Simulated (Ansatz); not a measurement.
## GeH₂, singlet: the ladder up to full CI

Geometry: that of the GeH2, triplet, kept fixed.

```xyz
3

Ge    0.0000   -0.0208    0.0000
H     0.0000    0.7490   -1.3344
H     0.0000    0.7490    1.3344
```

Basis cc-pVDZ; Ansatz 0.2.0. Only valence electrons are correlated (noble-gas cores and the filled d shells of p-block atoms frozen), which leaves 6 electrons in 23 orbitals. Prefix R: restricted or restricted open-shell reference; prefix U: unrestricted. Active spaces: valence = (6e, 6o) chosen from the atoms' valence shells. No spin–orbit coupling is included, and no scalar relativity.

Full CI is exact within this basis and frozen core; it isn't the basis-set limit. The frozen core follows each run's orbitals, which can shift R against U totals by a few meV for light atoms and by up to 0.1 eV past Ca.

The UHF ⟨S²⟩ is 0.608 and the T1 diagnostic (RCCSD) is 0.0128. The largest doubles amplitude (RCCSD) is 0.120.

| level | E − E(full CI) (mEh) | share of correlation (%) | wall time |
| --- | --- | --- | --- |
| RHF | 112.32 | 0.00 | – |
| RMP2 | 29.30 | 73.92 | – |
| CISD | 7.42 | 93.40 | 0.51 s |
| RCCSD | 2.74 | 97.56 | – |
| RCCSD(T) | 0.68 | 99.40 | 0.63 s |
| BCCD(T) | 0.68 | 99.40 | 0.48 s |
| RCCSDT | 0.11 | 99.90 | – |
| CISDTQ | 0.15 | 99.87 | 0.99 s |
| RCCSDT(Q) | 0.02 | 99.98 | 0.99 s |
| RCCSDTQ | 0.00 | 100.00 | 4.3 s |
| CASSCF (valence space) | 62.80 | 44.09 | – |
| NEVPT2 (valence space) | 19.71 | 82.45 | 0.9 s |
| MRCISD (valence space) | 2.39 | 97.87 | – |
| MRCISD+Q (valence space) | 0.21 | 99.82 | 1.3 s |

The correlation energy at full CI, counted from RHF, is -3.056 eV. That run took 2.5 s on 1 thread of Intel Xeon Platinum 8375C, shared host over 786,897 determinants.

Run but not shown, since their state or frozen core can't be matched to the reference's or they repeat it: UHF, UMP2, UCCSD, UCCSD(T), UCCSDT, UCCSDT(Q).

Times hold each run's SCF and search for its determinant on a shared host, so for small cases they say little of a method's own cost; they ran on 1 thread of Intel Xeon Platinum 8375C.

The full-CI state has the irrep A1 of C2v, in the program's axes.

Natural occupations of full CI about the gap: 1.962 1.949 1.890 0.074 0.033 0.032 0.011 0.008 0.007 0.007; effectively unpaired electrons, Σ n²(2−n)², 0.09.
